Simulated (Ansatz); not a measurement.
Geometry optimisation, RKS revPBE-D4/def2-SVP (Ansatz 0.2.0).

The input (input.yaml):

```yaml
crystal:
  periodic: [false, false, false]
  atoms:
    - { symbol: Al, position_ang: [0.0, 0.0, 0.0] }
    - { symbol: O, position_ang: [0.0, 0.0, 2.13] }
    - { symbol: H, position_ang: [-0.9095, -0.2814, 2.4671] }
    - { symbol: H, position_ang: [1.351, 0.0, -0.78] }
    - { symbol: H, position_ang: [-1.351, 0.0, -0.78] }
    - { symbol: H, position_ang: [0.0834, 1.7631, 0.5865] }
    - { symbol: H, position_ang: [0.0646, 1.3656, 1.5323] }
basis:
  gaussian: { orbitals: def2-SVP }
hamiltonian:
  xc: revpbe
  dispersion: d4
relax:
  f_tol: 0.15
  max_steps: 25
  restrain:
    - { distance: [0, 5], at: 1.56, k: 30.0 }
    - { distance: [6, 1], at: 1.01, k: 30.0 }
    - { distance: [0, 1], at: 2.98, k: 30.0 }
    - { distance: [6, 5], at: 1.86, k: 30.0 }
```

Run as:

```bash
$ ansatz run input.yaml --threads 1 --pin off --max-ram 2048MiB --backend cpu --events-out ev --progress --plain --runs-dir out
```

Problem. Where does it end, and by what steps?

Solution. The forces met the threshold. The restraints hold the end off the free minimum; the threshold counts their pulls, which the force column leaves out. Restrained pairs: Al1–H6 (1.86 → 1.58 Å), O2–H7 (1.49 → 1.00 Å), Al1–O2 (2.13 → 2.96 Å), H6–H7 (1.03 → 1.87 Å). After 8 steps the energy has fallen by 0.465 eV (the restraints' own energy left out); H7 moved furthest, 0.67 Å.

```tsv
step	energy less start (eV)	largest force component (eV/Å)	accepted
0	0.0000	2.274	yes
1	0.4541	2.200	yes
2	0.2037	2.548	yes
3	-0.2435	0.883	yes
4	-0.4146	0.684	yes
5	-0.4548	0.682	yes
6	-0.4587	0.697	yes
7	-0.4637	0.719	yes
8	-0.4649	0.726	yes
```

```xyz
7
Properties=species:S:1:pos:R:3
Al 0.060 0.434 -0.484
O -0.015 0.067 2.453
H -0.966 -0.049 2.651
H 1.448 -0.138 -1.035
H -1.350 -0.212 -0.887
H 0.052 1.755 0.378
H 0.009 0.990 2.080
```

Time of the run: 12 s on 1 thread of Arm Neoverse V1, with other jobs on the host, peak memory 0.1 GiB.
